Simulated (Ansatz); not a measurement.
Species: HO, SMILES `[OH]` (charge 0, multiplicity 2).

Problem. Give a relaxed geometry from PBE-D3(BJ)/def2-TZVP (Ansatz, a program for electronic structure).

Solution. the end point of this relaxation (outside a Z-matrix the atoms follow the SMILES, hydrogens last).
Z-matrix (Å, degrees):
```
O
H 1 0.9858
```
